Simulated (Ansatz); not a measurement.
## Low-lying states of SiHF

Computed with Ansatz's Gaussian-basis code (development build). State-averaged CASSCF with equal weights; occupations are averaged over the states; levels count from the state that is lowest in CASSCF. CASSCF levels without dynamic correlation can be off by over 1 eV. No symmetry is imposed, so a solution can break that of the shape. No proof that the lowest CASSCF solution was found.

Geometry:

```xyz
3

Si    0.0000    0.0000    0.0000
H     1.0135    1.1435    0.0000
F     1.0632   -1.1996    0.0000
```

Basis cc-pV(T+d)Z on Si, cc-pVTZ on H/F, nonrelativistic, 6 orbitals frozen in the corrections; active space CAS(6,6). Averaged: 1 singlet, 1 triplet, 1 quintet, 1 septet.

(1) Give the levels in order, with their spins.

Same geometry.

Basis cc-pV(T+d)Z on Si, cc-pVTZ on H/F, nonrelativistic, 6 orbitals frozen in the corrections; active space CAS(6,6). Averaged: 1 triplet, 1 quintet.

(2) Give the levels in order, with their spins.

## Answers

(1) 

```json
{"state": "singlet", "CASSCF (eV)": "0.000"}
{"state": "triplet", "CASSCF (eV)": "1.631"}
{"state": "quintet", "CASSCF (eV)": "9.488"}
{"state": "septet", "CASSCF (eV)": "20.749"}
```

Occupations: 1.75, 1.49, 1.23, 0.76, 0.51, 0.26.

(2) 

| state | CASSCF (eV) |
| --- | --- |
| triplet | 0.000 |
| quintet | 7.696 |

Occupations: 1.99, 1.49, 1.00, 1.00, 0.51, 0.01.
